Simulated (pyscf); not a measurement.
Single points on ωB97X-D3(BJ)/def2-SVP structures (PySCF, gas phase).

Task: PBE/def2-TZVP puts the barrier of H₂S + Cl–GaH–Cl -> HS–Ga(Cl)–Cl + H₂ (four-centre exchange; singlet surface; H–S, Ga–H broken, Ga–S, H–H formed) at 43.5 kJ/mol and the reaction energy at -64.7 kJ/mol, from the separated reactants. What do B3LYP-D3(BJ)/def2-TZVP, M06-2X/def2-TZVP, ωB97M-D3(BJ)/def2-TZVP give on the same structures?

Result: B3LYP-D3(BJ): ΔE‡ = 61.0 kJ/mol, ΔE = -66.5 kJ/mol; M06-2X: ΔE‡ = 56.1 kJ/mol, ΔE = -77.5 kJ/mol; ωB97M-D3(BJ): ΔE‡ = 72.1 kJ/mol, ΔE = -60.0 kJ/mol. PBE's barrier lies under all of them, by 12.6 to 28.7 kJ/mol. Its reaction energy lies among theirs. Low barriers are usual for a GGA, whose delocalisation error favours stretched bonds. On the reactant side the descent ends in an adduct with a Ga–S contact, 71.6 kJ/mol under the separated species and 125.6 kJ/mol under the saddle at ωB97X-D3(BJ)/def2-TZVP. What is counted as formed (Ga–S) is already present as a longer contact in the reactant adduct; forming that adduct is a step of its own. At ωB97X-D3(BJ)/def2-TZVP the barrier from the zero used here is 54.0 kJ/mol. This is the saddle that the search found; another between the same sides may lie lower. Elements up to Kr have no core potential and no relativistic terms here.
